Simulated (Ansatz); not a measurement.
For tetradymite Bi2Se3, PBE (PAW; Ansatz, a program for electronic structure) gives:

| Quantity | Result |
|---|---|
| lattice parameter a | 4.190 Å |
| c axis length | 31.380 Å |
| enthalpy of formation | -0.392 eV/atom |

What does r²SCAN+rVV10 (plane waves, PAW; Ansatz) give for the same quantities?


- lattice constant a: 4.144 Å (shrinks by 1.1 %)
- lattice parameter c: 29.286 Å (falls by 6.7 %)
- formation enthalpy: -0.439 eV/atom (moves by -0.047 eV/atom)

For comparison: lattice constant a 4.143 Å (measured, temperature not stated, no zero-point or thermal correction; as tabulated in Luo et al. (2012), arXiv:1308.1523); lattice parameter c 28.636 Å (measured, temperature not stated, no zero-point or thermal correction; as tabulated in Luo et al. (2012), arXiv:1308.1523); formation enthalpy -0.291 ± 0.007 eV/atom (measured, 298 K, copied from a table, unchecked, not corrected to a static lattice; as tabulated in Wang et al. (2021), doi:10.1038/s41598-021-94550-5).

Changes are worked out from the printed values.

Unless a cell is named, each level is at its own relaxed cell (PBE 31.80, r²SCAN+rVV10 29.04 Å³/atom).

Levels without +SOC leave out spin–orbit coupling, which shifts energies and cells of such heavy elements.

Caveats: for a layered or molecular solid the relaxed cell lies over 5 % above the published volume, where the minimum can be shallow (PBE); the cell comes from a level without a dispersion term, which matters for the spacing of layers, chains or molecules (PBE). Ansatz's density-functional and Hartree–Fock values are scalar-relativistic unless marked +SOC, with PAW data made under PBE.
